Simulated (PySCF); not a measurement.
Molecule: SMILES C=CN=C=O, C₃H₃NO.

Geometry:
| atom | x (Å) | y (Å) | z (Å) |
| --- | --- | --- | --- |
| C1 | -1.064 | -0.607 | 0.836 |
| C2 | -0.710 | 0.170 | -0.194 |
| N3 | 0.545 | 0.232 | -0.754 |
| C4 | 1.686 | -0.134 | -0.782 |
| O5 | 2.814 | -0.420 | -0.894 |
| H6 | -2.090 | -0.579 | 1.204 |
| H7 | -0.354 | -1.277 | 1.327 |
| H8 | -1.436 | 0.834 | -0.673 |

Spin–spin couplings on one PBE0-D3(BJ)/def2-SVP geometry, PySCF 2.14.0 with density-fitted response routines, gas phase, non-relativistic, equivalent pairs averaged; isotopes 1H; basis pcJ-1.

Reference values (Hz): 3J(H8,H6) = 7.6 (measured; solution (compiled); Pretsch, Buehlmann, Badertscher, Structure Determination of Organic Compounds, 4th ed., Springer 2009); 3J(H8,H7) = 15.2 (measured; solution (compiled); Pretsch, Buehlmann, Badertscher, Structure Determination of Organic Compounds, 4th ed., Springer 2009); 2J(H6,H7) = -0.1 (measured; solution (compiled); Pretsch, Buehlmann, Badertscher, Structure Determination of Organic Compounds, 4th ed., Springer 2009).

Q: How do the couplings (Hz) change with the functional? Times are CPU seconds on 1 thread of an Arm Neoverse V2, shared host.

A: 
```
functional  functions  3J(H8,H6)  3J(H8,H7)  2J(H6,H7)  mean abs. error  core-s
       LDA        165        7.0       11.9        1.1              1.6     7.9
       PBE        165        8.0       15.3        0.4              0.3      14
       KT2        165        9.7       20.4       -1.4              2.9      14
      PBE0        165        9.1       16.6       -1.8              1.5      17
     B97-2        165        8.0       14.8       -0.6              0.4      16
 CAM-B3LYP        165        9.7       16.8       -0.5              1.4      21
```

Errors compare magnitudes, without vibrational corrections, and the largest couplings weigh most in the mean. Closest: PBE and B97-2, practically level; furthest: KT2. Left out for a near triplet instability: HF/pcJ-1.
